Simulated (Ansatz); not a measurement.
The input, for Ansatz 0.2.0:

```yaml
crystal:
  periodic: [false, false, false]
  atoms:
    - {symbol: C, position_ang: [0.000000, 0.000000, 1.574072]}
    - {symbol: As, position_ang: [0.000000, 0.000000, -0.222050]}
    - {symbol: H, position_ang: [0.000000, 1.203165, -1.125760]}
    - {symbol: H, position_ang: [0.000000, -1.203165, -1.125760]}
basis:
  gaussian: {orbitals: cc-pVDZ}
magnetization: {spin_polarized: false, initial_magnetization: 1}
correlation: {method: ccsdt_q, electrons: outside_noble_gas}
```

```sh
$ ansatz run in.yaml --threads 1 --pin off --events-out ev --progress --plain --max-ram 2393MiB
```

The program prints:

```
994 factors; integrals over basis functions are off by at most 1.4e-7 eV
mean field evaluation 1: about -61850.3340 eV, gradient 1.4e1 eV
mean field evaluation 2: about -61850.3349 eV, gradient 1.4e1 eV
mean field evaluation 4: about -61851.5247 eV, gradient 3.2e0 eV
mean field evaluation 8: about -61851.6207 eV, gradient 1.4e-1 eV
mean field evaluation 16: about -61851.6025 eV, gradient 8.8e-1 eV
mean field evaluation 32: about -61851.6138 eV, gradient 6.3e-1 eV
mean field evaluation 64: about -61842.7435 eV, gradient 1.9e1 eV
mean field evaluation 96: about -61838.1737 eV, gradient 3.2e0 eV
mean field evaluation 128: about -61849.3326 eV, gradient 4.1e0 eV
mean field evaluation 160: about -61846.7397 eV, gradient 2.2e-2 eV
...
cycle  14  -7.24647218 eV  change   -1.4e-4 eV  update   5.7e-5
cycle  15  -7.24647695 eV  change   -4.8e-6 eV  update   3.1e-5
cycle  16  -7.24645555 eV  change    2.1e-5 eV  update   1.7e-5
cycle  17  -7.24645920 eV  change   -3.7e-6 eV  update   8.8e-6
cycle  18  -7.24645420 eV  change    5.0e-6 eV  update   4.7e-6
cycle  19  -7.24645494 eV  change   -7.4e-7 eV  update   2.5e-6
cycle  20  -7.24645658 eV  change   -1.6e-6 eV  update   1.5e-6
cycle  21  -7.24645736 eV  change   -7.8e-7 eV  update   1.1e-6
cycle  22  -7.24645809 eV  change   -7.3e-7 eV  update   7.4e-7
cycle  23  -7.24645853 eV  change   -4.5e-7 eV  update   5.4e-7
perturbative correction -0.02345718 eV, -0.0008620356 hartree
Total energy: -61858.89081400 eV, -2273.2723079524 hartree
```

Ran on 1 thread of AMD EPYC, shared host: 70 s wall, 0.33 GiB peak host memory.
